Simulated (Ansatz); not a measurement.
The same path of C2H7Al (10 atoms, charge 0, multiplicity 1) was run twice with different band settings. Lost on the way: Al1–C2, Al1–H9. Made: C2–H9.

All numbers below come from Ansatz, RHF/def2-SVP.

Relaxed end points:

```xyz
10
Properties=species:S:1:pos:R:3
Al 0.455 0.024 -0.061
C 0.986 0.124 1.839
H 0.063 0.086 2.435
H 1.499 -0.816 2.085
C 1.842 1.318 2.281
H 2.077 1.281 3.348
H 2.793 1.355 1.742
H 1.337 2.269 2.095
H 0.885 1.142 -1.100
H -0.431 -1.194 -0.557
```

```xyz
10
Properties=species:S:1:pos:R:3
Al -1.042 0.096 -1.859
C 1.873 -0.047 1.861
H 0.920 -0.575 1.923
H 2.575 -0.553 2.526
C 1.718 1.422 2.234
H 1.345 1.534 3.254
H 2.670 1.952 2.169
H 1.013 1.929 1.571
H 2.251 -0.160 0.842
H -1.818 -0.007 -0.412
```

Common settings: movable images 9; climbing image yes; spring 5.0 eV/Å²; optimiser quadratic models (default); start path through a guess of the saddle point; iteration limit 60; end points relaxed.

| run | force threshold |
| --- | --- |
| 1 | 0.05 eV/Å |
| 2 | 0.5 eV/Å |

Q: What does each run give, and how far can it be trusted?

A: Run 1: converged after 33 iterations, highest image 3.700 eV above the first end. Neighbouring images differ by up to 3.0 eV, so the band resolves the path poorly. A vibrational analysis at the climbing image gives one clearly imaginary mode, 1348i cm⁻¹: a first-order saddle point.
Run 2: converged after 15 iterations, highest image 3.939 eV above the first end. The threshold of 0.5 eV/Å is loose, so the images may lie well off the minimum-energy path. Neighbouring images differ by up to 2.8 eV, so the band resolves the path poorly. The order of the point at the top wasn't checked.
The orbitals stay closed-shell, which can raise the energy where a bond breaks towards radicals; this wasn't checked here.
